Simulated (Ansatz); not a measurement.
# MgHO+ (triplet): the correlation ladder, def2-TZVPP

An exercise on one series of results from a longer session: the logs are not shown, and one member is left open.

Computed with Ansatz 0.2.0, Gaussian basis. Level: def2-TZVPP, core rule «outside noble gas», up to 6 orbitals frozen.

Plan: UHF; ROHF; CCSD(T) on UHF.

2 further runs of the same task are left out: 2 set aside as unsound or not needed.

## The geometry

The geometry is a PBE0/def2-TZVP stationary point (not a proven minimum) of the parent state, kept for this charge and spin.

3 atoms, charge 1, spin multiplicity 3.

Atoms are counted from 1 here; the program's logs count them from 0.

Bond lengths: O1–Mg2 1.768 Å, O1–H3 0.948 Å. Angles: Mg2–O1–H3 180.0°.

Coordinates:

```
atom    x (Å)    y (Å)     z (Å)
  O1  0.00000  0.00000   0.27350
 Mg2  0.00000  0.00000  -1.49480
  H3  0.00000  0.00000   1.22130
```

Set-up of the first run:

Contents of in.yaml:

```yaml
crystal:
  periodic: [false, false, false]
  atoms:
    - {symbol: O, position_ang: [0.000000, 0.000000, 0.273500]}
    - {symbol: Mg, position_ang: [0.000000, 0.000000, -1.494800]}
    - {symbol: H, position_ang: [0.000000, 0.000000, 1.221300]}
basis:
  gaussian: {orbitals: def2-TZVPP}
total_charge: 1
magnetization: {spin_polarized: true, initial_magnetization: 2}
hamiltonian: {xc: hf}
output: {orbitals: {seedname: orbitals}}
```

Launch:

```console
ansatz run in.yaml --threads 1 --pin off --events-out ev --progress --plain --max-ram 4096MiB --backend cpu
```

Among the steps run: UHF; ROHF; CCSD(T) on UHF.

One of the session's tables, all rows but one given; the rest of the session is left out.

```
  method  from UCCSD(T) (kJ/mol)
    ROHF                  +579.6
     UHF                       ?
    UMP2                   +50.8
   UCCSD                   +12.7
UCCSD(T)                       0
```

**Question.** Estimate the row for UHF.

As computed: from UCCSD(T) (kJ/mol): +566.7. In the column «from UCCSD(T) (kJ/mol)» it lies between UMP2 (+50.8) and ROHF (+579.6).
